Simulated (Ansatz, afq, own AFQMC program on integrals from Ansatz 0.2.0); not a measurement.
## Where AFQMC and coupled cluster stand for AlGeH, triplet

```yaml
atoms:
  - { symbol: Ge, position_ang: [0.0000, 0.1191, 0.3203] }
  - { symbol: Al, position_ang: [0.0000, -1.8561, -1.1270] }
  - { symbol: H, position_ang: [0.0000, 1.7371, 0.8067] }
```

Connectivity, by distances: GeH–Al.

Basis cc-pVDZ. Noble-gas cores (and the filled d shells of Ga–Kr and In–Xe) are frozen. Ansatz 0.2.0 and our own AFQMC program on the same integrals; the CISD trial comes from CCSD amplitudes, and released means the phaseless constraint is let go. Free AFQMC starts from the CCSD state and is never constrained. Its projection time is finite, and what remains of the start isn't in its error. Error bars are statistical, one sigma. No spin–orbit coupling.

Determinant: ROHF, the one that the program's search chose, which needn't be the lowest solution. The geometry is a point of a scan.

No full CI on the walks' own integrals is used here; CCSDT(Q) serves as the reference and is uncertain by about the last step of the cluster series.

Cautions: no relativity below Rb; no spin-orbit coupling; inner d shell frozen; lower spins were not checked; higher spins were not checked; a spin-contaminated unrestricted determinant lies lower (UHF 200 meV lower, ⟨S²⟩ 2.15).

- T1 diagnostic: 0.0360
- weight of the determinant in the CISD state: 0.854
- size of the correlated space: 8 electrons in 31 orbitals

Reference: CCSDT(Q), correlation energy -4.207 eV. The released energy is read at 2.40 1/Eh (meV from the phaseless value at times in 1/Eh: -6 ± 9 at 0.24, -15 ± 9 at 0.51, -21 ± 10 at 0.99, -25 ± 13 at 1.62, -22 ± 11 at 2.40).

| level | E − E(reference) (kJ/mol) | share of correlation (%) |
| --- | --- | --- |
| HF | 405.9 | 0.00 |
| MP2 | 105.4 | 74.03 |
| CCSD | 19.5 | 95.20 |
| CCSD(T) | 4.9 | 98.79 |
| CCSDT | 0.9 | 99.78 |
| ph-AFQMC/HF | 6.2 ± 3.1 | 98.47 |
| ph-AFQMC/CISD | 2.9 ± 0.9 | 99.30 |
| released AFQMC | 0.8 ± 1.1 | 99.81 |
| free AFQMC | 0.8 ± 1.0 | 99.80 |

Free projections are given only where their last times agree within the noise and don't stop above the reference; a slow remainder of the start can still hide under it. A walk keeps the symmetry of its determinant, which the program's search chose and which needn't be the lowest solution, so a lower state of the same spin and another symmetry isn't excluded. Released energies are given only where the last usable release times agree within the noise; a slower fall can still hide under it.
